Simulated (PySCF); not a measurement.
Molecule: SMILES CS(=O)(=O)Cl, CH₃ClO₂S.

Mapped SMILES: `[CH3:1][S:2](=[O:3])(=[O:4])[Cl:5]`. Each H is labelled by its parent atom.

Geometry PBE0-D3(BJ)/def2-SVP throughout; GIAO in PySCF 2.14.0 with density-fitted response routines, gas phase, one conformer, non-relativistic; equivalent atoms averaged; basis pcSseg-2.

Problem. How do the shifts δ (against TMS, CS2, H2O, HCl at the same level) depend on the functional? (ppm; last column core-seconds on 1 thread of an AMD EPYC 7R13, shared host)

Solution. 
| functional | kind | C1 | S2 | O3/O4 | Cl5 | H(C1) | core-s |
| --- | --- | --- | --- | --- | --- | --- | --- |
| WP04 | global hybrid | 56.8 | 373.6 | 323.4 | 694.1 | 3.17 | 20 |
| B97-2 | global hybrid | 54.4 | 372.7 | 319.8 | 650.4 | 3.10 | 19 |
| BHandHLYP | global hybrid | 54.2 | 390.8 | 305.5 | 639.9 | 3.05 | 18 |
| CAM-B3LYP | range-separated hybrid | 56.8 | 389.2 | 322.7 | 683.6 | 3.10 | 26 |
| wB97X-D | range-separated hybrid | 56.1 | 375.6 | 319.0 | 665.5 | 3.07 | 25 |
| LC-wPBE | range-separated hybrid | 55.9 | 368.7 | 305.5 | 648.7 | 3.03 | 33 |

Problem. Which nucleus moves most, in ppm?

Solution. Cl5 (chlorine bonded to S): from 639.9 ppm with BHandHLYP to 694.1 ppm with WP04. The smallest spread is 0.14 ppm, at H(C1). Proton shifts span only some 12 ppm, so a few tenths of a ppm matter as much there as several ppm in carbon.
